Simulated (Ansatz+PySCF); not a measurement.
Values are calculated unless marked as measured or tabulated.
Input for Ansatz (development build ahead of 0.2.0):

```yaml
crystal:
  periodic: [false, false, false]
  atoms:
    - { symbol: H, position_ang: [0.0, 0.0, -1.65637] }
    - { symbol: F, position_ang: [0.0, 0.0, 0.18404] }
basis:
  gaussian: { orbitals: cc-pVDZ }
magnetization:
  spin_polarized: true
hamiltonian:
  xc: hf
scf:
  omitted_lower_state_checks: [starts, atomic_configurations, cluster_reference, orbital_swaps, given_window_search, neighbouring_geometries, increment]
```

The input is written out in the form of the current development build from the run's settings.

Output:

```yaml
Converged: yes
Total_energy: -99.87907 hartree
Spin_squared_of_the_determinant: 0.880
Stability_test: minimum
```

Caution: the unrestricted determinant is a mixture of spin states.
